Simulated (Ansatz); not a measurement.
in.yaml

```yaml
crystal:
  periodic: [false, false, false]
  atoms:
    - {symbol: C, position_ang: [0.000000, 0.000000, -0.037512]}
    - {symbol: H, position_ang: [0.000000, 0.000000, -1.018512]}
    - {symbol: H, position_ang: [0.000000, 0.000000, 1.056025]}
basis:
  gaussian: {orbitals: def2-SVP}
total_charge: 1
magnetization: {spin_polarized: false, initial_magnetization: 1}
correlation: {method: ccsd_t, electrons: outside_noble_gas, diis_vectors: 2}
output: {forces: true}
```

```sh
$ ansatz run in.yaml --threads 1 --pin off --events-out ev --progress --plain --max-ram 2393MiB
```

Roughly how long does this take on 1 thread of Intel Xeon, shared host, and how much host memory?

0.51 s wall and 0.1 GiB.

```
250 factors; integrals over basis functions are off by at most 1.3e-3 eV
mean field evaluation 1: about -1047.7512 eV, gradient 8.8e0 eV
mean field evaluation 2: about -1047.7505 eV, gradient 8.8e0 eV
mean field evaluation 4: about -1048.0197 eV, gradient 2.1e-1 eV
mean field evaluation 8: about -1048.0199 eV, gradient 1.7e-4 eV
mean field evaluation 16: about -1048.0202 eV, gradient 4.0e-1 eV
mean field evaluation 32: about -1048.0199 eV, gradient 1.7e-4 eV
mean field -1048.01986310 eV, -38.5140195955 hartree, gradient 8.1e-7 eV, S^2 0.750000; 2 other end points of the search recorded, 0 dependent functions left out
1 core orbitals not correlated: weight in the atoms' cores, before any rotation towards them, 1.000 or more for the frozen orbitals, at most 0.000 for the correlated occupied ones
reference -1048.01986310 eV, -38.5140195955 hartree; 3, 2 occupied and 20, 21 virtual orbitals, 250 factors
second order -2.10635495 eV of doubles, -0.07503373 eV of singles
cycle   1  -2.58638627 eV  change   -4.0e-1 eV  update   3.7e-2
cycle   2  -2.71875654 eV  change   -1.3e-1 eV  update   1.3e-2
cycle   3  -2.72401882 eV  change   -5.3e-3 eV  update   3.1e-3
cycle   4  -2.72429811 eV  change   -2.8e-4 eV  update   9.3e-4
cycle   5  -2.72450520 eV  change   -2.1e-4 eV  update   3.6e-4
cycle   6  -2.72464143 eV  change   -1.4e-4 eV  update   7.5e-5
cycle   7  -2.72469566 eV  change   -5.4e-5 eV  update   3.0e-5
cycle   8  -2.72471089 eV  change   -1.5e-5 eV  update   1.1e-5
cycle   9  -2.72471173 eV  change   -8.3e-7 eV  update   4.1e-6
perturbative correction -0.03462126 eV, -0.0012723080 hartree
the calculation of the forces begins
Total energy: -1050.77919609 eV, -38.6154232126 hartree
Atom 0 at     0.000000     0.000000    -0.037512 Å, force     0.000000     0.000000     5.924030 eV/Å
Atom 1 at     0.000000     0.000000    -1.018512 Å, force     0.000000     0.000000    -6.184112 eV/Å
Atom 2 at     0.000000     0.000000     1.056025 Å, force    -0.000000     0.000000     0.260082 eV/Å
Dipole moment:    -0.000000    -0.000000     0.036398 e Å
```

Forces (eV/Å):
```
C    0.000  0.000  5.924
H    0.000  0.000 -6.184
H    0.000  0.000  0.260
```
